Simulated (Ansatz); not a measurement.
Worked example: correlation energy of SeH⁺, triplet

Geometry: that of the SeH⁺, singlet, kept fixed.

```json
{"atom": "Se", "x (Å)": "0.0000", "y (Å)": "0.0000", "z (Å)": "0.0000"}
{"atom": "H", "x (Å)": "0.0000", "y (Å)": "0.0000", "z (Å)": "1.4900"}
```

Basis cc-pVTZ; Ansatz 0.2.0. Only valence electrons are correlated (noble-gas cores and the filled d shells of p-block atoms frozen), which leaves 6 electrons in 43 orbitals. R marks a restricted (for open shells ROHF) determinant, U an unrestricted one. No spin–orbit coupling is included, and no scalar relativity.

Full CI isn't at hand for all of this; UCCSDT(Q) serves as the reference, and is uncertain by about the last step of the cluster series.

Runs differ by some tens of microhartree through their thresholds and, for an open shell, their frozen cores, so steps under 0.03 kcal/mol mean nothing.

```json
{"level": "UHF", "total energy (hartree)": "-2400.137469"}
{"level": "UMP2", "total energy (hartree)": "-2400.238557"}
{"level": "UCCSD", "total energy (hartree)": "-2400.259855"}
{"level": "UCCSD(T)", "total energy (hartree)": "-2400.263400"}
{"level": "UCCSDT", "total energy (hartree)": "-2400.264069"}
{"level": "UCCSDT(Q)", "total energy (hartree)": "-2400.264147"}
```

**Question.** What is the correlation energy at UCCSDT(Q), and what share of it do UMP2 and UCCSD(T) recover?

**Answer.** E(corr) = -2400.264147 − (-2400.137469) = -0.126678 hartree = -3.447 eV. UMP2: -0.101088 / -0.126678 = 79.80 %. UCCSD(T): -0.125931 / -0.126678 = 99.41 %.

**Question.** By how many kcal/mol does UCCSD(T) miss UCCSDT(Q) (1 hartree = 627.509 kcal/mol), and which steps make up the rest?

**Answer.** -2400.263400 − (-2400.264147) = 0.000747 hartree = 0.47 kcal/mol. Steps: UCCSDT − UCCSD(T) = -0.42, UCCSDT(Q) − UCCSDT = -0.05 kcal/mol. That is within 1 kcal/mol of the reference in this basis, which itself misses far more of the correlation at the basis-set limit.
